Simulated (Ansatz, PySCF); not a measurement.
System: C$_{4}$H$_{3}$S (charge 0, doublet). It need not be the lowest isomer of its formula. 
Coordinates optimised at B3LYP-D3(BJ)/def2-TZVP (Ansatz, an electronic-structure program):
```xyz
8

S      0.0011     0.0182     1.1362
C      0.0026     1.2954    -0.0469
C     -0.0025    -1.2024    -0.0775
C      0.0003     0.7306    -1.2666
C     -0.0026    -0.6765    -1.3412
H      0.0050     2.3282     0.2558
H     -0.0044    -2.2424     0.2072
H     -0.0047    -1.2602    -2.2485
```
Charge 0, spin multiplicity 2.

Total electronic energies in hartree. Valence correlation only, unless marked. Open shells are spin-unrestricted. Spin-orbit coupling is left out. No relativistic terms. Basis-set limits of correlation are two-point, X^-3; Hartree-Fock from the larger set. [CCSD(T)-MP2]/basis is that difference in the basis named.

The UHF reference is spin-contaminated (<S^2> 0.37 over the pure value in the largest basis). 

```tsv
level	program	energy (Eh)
HF-D4/def2-TZVPD	PySCF + dftd4	-550.76023
SVWN5/def2-TZVPD	Ansatz	-549.61180
PBE-D4/def2-TZVPD	Ansatz + dftd4	-552.03096
PBE0/def2-SVP	Ansatz	-551.75749
BHLYP-D4/def2-TZVPD	Ansatz + dftd4	-552.29647
TPSSh-D3(BJ)/def2-TZVPD	PySCF + dftd3	-552.43097
CAM-B3LYP-D3(BJ)/def2-TZVPD	Ansatz + dftd3	-552.31196
LC-wPBE/def2-TZVPD	Ansatz	-552.15218
B2GP-PLYP-D3(BJ)/def2-TZVPD	Ansatz + dftd3	-552.04879
MP2/6-31G*	Ansatz	-551.22166
RI-MP2/cc-pV(Q+d)Z	Ansatz	-551.54472
SCS-MP2/cc-pV(D+d)Z	Ansatz	-551.25985
SCS-MP2/cc-pV(T+d)Z	Ansatz	-551.46064
CCSD/cc-pV(T+d)Z	Ansatz	-551.52599
RI-MP2/CBS(cc-pV(T+d)Z,cc-pV(Q+d)Z)+[CCSD(T)-MP2]/cc-pV(T+d)Z	Ansatz	-551.6756
```

Totals of different functionals don't rank their quality; only differences between species are comparable.
